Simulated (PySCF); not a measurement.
An unknown is described by computed data only.

Formula: C5H5S; charge +1.

| Item | Value |
| --- | --- |
| Rotational structure | rotational constants A, B, C: 5.136, 3.633, 2.128 GHz [PBE0-D3(BJ)/def2-SVP] |
| NMR, other nuclei | isotropic shieldings of nuclei other than C and H, by class: 134 (1 S) ppm [GIAO PBE0/pcSseg-1] |
| UV, first state | lowest singlet excitation: 4.97 eV (250 nm, f = 0.057) [TDDFT CAM-B3LYP/def2-SVPD] |
| Triplet | lowest triplet excitation (Tamm–Dancoff): 3.56 eV [TDA CAM-B3LYP/def2-SVPD] |
| UV, strongest line | among the 10 lowest singlet transitions: S6 at 7.07 eV (175 nm, f = 0.479) [TDDFT CAM-B3LYP/def2-SVPD] |
| 13C NMR | chemical shifts (computed TMS as zero) by class: 166.1 (2 C), 158.0 (1 C), 143.8 (2 C) ppm [GIAO PBE0/pcSseg-1] |
| 1H NMR | chemical shifts (computed TMS as zero) by class: 9.79 (2 H), 9.26 (1 H), 9.18 (2 H) ppm [GIAO PBE0/pcSseg-1] |
| Valence photoelectron | vertical ionisation energy: 15.83 eV [ΔSCF CAM-B3LYP/def2-SVPD] |
| Polarisability | 66.3 au [CAM-B3LYP/def2-SVPD] |

Gas-phase values; electronic properties from PySCF, density fitting. Levels stand in brackets. Geometry: PBE0-D3(BJ)/def2-SVP; no solvent, vibrations or thermal averaging. Each NMR value is the plain mean over a class of atoms that symmetry, rotation or inversion makes alike.

Problem. Give a SMILES that accounts for the data.

Solution. Numbering: `[cH:1]1[cH:2][cH:3][s+:4][cH:5][cH:6]1`. 5 carbons fall into 3 classes; from least to most shielded: aromatic CH next to a ring sulfur [C3/C5] (166.1 ppm, 2 C), aromatic CH carbon [C1] (158.0 ppm), aromatic CH carbon [C2/C6] (143.8 ppm, 2 C). Hydrogen classes from least to most shielded: 2 H on 2 like atoms (aromatic CH next to a ring sulfur), C3/C5 (9.79 ppm), 1 H on an aromatic CH carbon, C1 (9.26 ppm), 2 H on 2 aromatic CH carbons, C2/C6 (9.18 ppm). The other shieldings belong to: 134 ppm, ring sulfur [S4]. S1 is mainly HOMO→LUMO (weight 0.87); the largest Löwdin shares of the orbital it empties are 0.24 on each of 2 atoms of one kind (aromatic CH next to a ring sulfur) and 0.18 on each of 2 atoms of one kind (aromatic CH carbon), of the orbital it fills 0.25 on the ring sulfur, 0.21 on an aromatic CH carbon and 0.18 on each of 2 atoms of one kind (aromatic CH next to a ring sulfur). The optimised geometry has point group C2v and is an asymmetric top. Structure: `c1cc[s+]cc1`. The assignments are read from this structure; whether some other isomer fits the data as well wasn't checked.
